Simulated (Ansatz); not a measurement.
Start from `FC1=CCCC1` and change one atom or group to get `N#CC1=CCCC1`.

Ansatz, PBE0-D4/def2-TZVP geometries, multiplicity 1. 

```tsv
property	`FC1=CCCC1`
HOMO energy (PBE/def2-TZVPP) / eV	-5.61
HOMO energy (B3LYP/def2-TZVPP) / eV	-6.60
HOMO energy (ωB97M-V/def2-TZVPP) / eV	-9.02
zero-point energy (PBE0-D4/def2-TZVP) / kJ/mol	287.7
HOMO–LUMO gap (ωB97M-V/def2-TZVPP) / eV	11.66
HOMO–LUMO gap (PBE/def2-TZVPP) / eV	5.35
```

**Question.** What does the change do to each property? (Estimate.)

**Answer.** Computed: 
```
                                      property  `N#CC1=CCCC1`  shift
             HOMO energy (PBE/def2-TZVPP) / eV          -6.45  -0.84
           HOMO energy (B3LYP/def2-TZVPP) / eV          -7.34  -0.74
         HOMO energy (ωB97M-V/def2-TZVPP) / eV          -9.66  -0.64
zero-point energy (PBE0-D4/def2-TZVP) / kJ/mol          305.0   17.3
       HOMO–LUMO gap (ωB97M-V/def2-TZVPP) / eV          10.61  -1.05
           HOMO–LUMO gap (PBE/def2-TZVPP) / eV           4.32  -1.03
```

With PBE0 the HOMO falls by 0.75 eV and the LUMO falls by 1.96 eV, so the gap narrows by about 1.21 eV. PBE moves the HOMO by -0.84 eV and ωB97M-V by -0.64 eV. The zero-point energy changes by 17.3 kJ/mol with +3 modes.

B3LYP here is the variant with VWN-RPA as its local correlation; programs differ in this.
